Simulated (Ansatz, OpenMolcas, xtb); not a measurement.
**PH (SMILES [PH]): methods side by side**

PH has 2 atoms, charge 0, and is taken as a triplet. SMILES: `[PH]`. Geometry: relaxed at GFN2-xTB.

```xyz
2

P     0.0000    0.0000    0.0000
H     0.0000    0.0000    1.3991
```

Quantity: the vertical ionisation energy (to the doublet cation), in eV. The values are calculated.

```json
{"level": "GFN1-xTB", "kind": "semi-empirical", "program": "xtb", "value (eV)": "16.42", "less CCSDT/cc-pVDZ": "+6.52", "CPU time (all runs)": "under 2 s"}
{"level": "UHF/cc-pVDZ", "kind": "Hartree–Fock", "program": "Ansatz", "value (eV)": "9.67", "less CCSDT/cc-pVDZ": "-0.23", "CPU time (all runs)": "0.45 s"}
{"level": "USVWN5/cc-pVDZ", "kind": "LDA", "program": "Ansatz", "value (eV)": "10.27", "less CCSDT/cc-pVDZ": "+0.37", "CPU time (all runs)": "1.7 s"}
{"level": "UPBE/cc-pVDZ", "kind": "GGA", "program": "Ansatz", "value (eV)": "10.22", "less CCSDT/cc-pVDZ": "+0.32", "CPU time (all runs)": "2.3 s"}
{"level": "U-r2SCAN/cc-pVDZ", "kind": "meta-GGA", "program": "Ansatz", "value (eV)": "10.43", "less CCSDT/cc-pVDZ": "+0.53", "CPU time (all runs)": "5.9 s"}
{"level": "UB3LYP/cc-pVDZ", "kind": "global hybrid", "program": "Ansatz", "value (eV)": "10.15", "less CCSDT/cc-pVDZ": "+0.25", "CPU time (all runs)": "2.1 s"}
{"level": "UCAM-B3LYP/cc-pVDZ", "kind": "range-separated hybrid", "program": "Ansatz", "value (eV)": "10.16", "less CCSDT/cc-pVDZ": "+0.26", "CPU time (all runs)": "2.4 s"}
{"level": "UB2PLYP/cc-pVDZ", "kind": "double hybrid", "program": "Ansatz", "value (eV)": "10.02", "less CCSDT/cc-pVDZ": "+0.12", "CPU time (all runs)": "2.2 s"}
{"level": "UCCSDT/cc-pVDZ", "kind": "coupled cluster or CI", "program": "Ansatz", "value (eV)": "9.90", "less CCSDT/cc-pVDZ": "0.00", "CPU time (all runs)": "2.1 s"}
{"level": "FCI/3-21G", "kind": "exact in the basis", "program": "OpenMolcas", "value (eV)": "9.72", "less CCSDT/cc-pVDZ": "-0.18", "CPU time (all runs)": "3.8 s"}
```

UCCSDT/cc-pVDZ is the highest level here, not the true value. The values span 9.67 to 16.42 eV. The xTB values lack the empirical shift that such differences need. High-level rows in very small sets aren't better than simpler rows in larger ones. CPU times are rough (shared hosts, several kinds of processor): they show what a rung costs within a factor of a few.
